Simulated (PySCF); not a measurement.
Molecule: `InChI=1S/B2H5/c1-2/h1H2,2H3/q-1`.

Geometry (Å), atoms numbered from 1 in this order:
```xyz
7

B     0.9638    0.0043   -0.0590
B    -0.7138    0.0353    0.0251
H     1.6997    0.9577   -0.0529
H     1.6051   -1.0121   -0.1176
H    -1.2322    1.1598    0.0366
H    -1.0922   -0.5475    1.0545
H    -1.2270   -0.5925   -0.9138
```

Total charge -1.

Frames of a GFN2-xTB Langevin trajectory at 200 K; GIAO PBE0/pcSseg-1 shieldings in PySCF, gas phase, non-relativistic; equivalent atoms averaged within each frame.

Scale: BF3·OEt2 for 11B (100.07 ppm); TMS for 1H (31.72 ppm) (reference shieldings calculated alike). The references are static minima.

How do the shifts (ppm) fluctuate along the trajectory?

## Answers


```
         time (fs)     B1     B2  H3/H4  H5/H6/H7
               250  129.5  -35.8  11.56      0.82
               425  128.8  -38.4  11.35      1.02
               625  131.8  -38.9  11.69      1.05
               800  126.7  -36.1  11.32      1.69
              1000  115.7  -31.2  10.40      1.53
    mean of frames  126.5  -36.1  11.26      1.22
standard deviation    6.3    3.1   0.50      0.37
```

5 frames give an uncertainty of the mean of about the standard deviation over 2.2 at best, since frames this close in time may not be independent; classical motion lacks zero-point vibration, and the reference would need the same averaging.
